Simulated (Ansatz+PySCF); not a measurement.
doublet C₂H₂(+): levels of theory in one basis

```
atom   x (Å)   y (Å)    z (Å)
   C  0.0000  0.0000  -0.6317
   C  0.0000  0.0000   0.6317
   H  0.0000  0.0000   1.7113
   H  0.0000  0.0000  -1.7113
```

Basis set: cc-pVTZ (spherical functions). Left uncorrelated: 2 orbitals. Correlation on ROHF uses semicanonical orbitals with singles. Charge 1, multiplicity 2.

Computed with Ansatz (development build ahead of 0.2.0) and PySCF 2.14.0; each method stands on the lowest determinant of its kind that the runs found.

```json
{"method": "ROHF", "E − E(ROHF) (eV)": "0.00", "<S²> of the determinant": "0.75"}
{"method": "UHF", "E − E(ROHF) (eV)": "-0.07", "<S²> of the determinant": "0.75"}
{"method": "ROHF-MP2", "E − E(ROHF) (eV)": "-6.88", "<S²> of the determinant": "–"}
{"method": "UHF-MP2", "E − E(ROHF) (eV)": "-6.87", "<S²> of the determinant": "0.75"}
```

What does ROHF-CCSD(T) give on the same scale?

-7.83 eV.

Caution for ROHF-MP2, UHF-MP2: MP2 on this radical cation hangs on the determinant chosen.
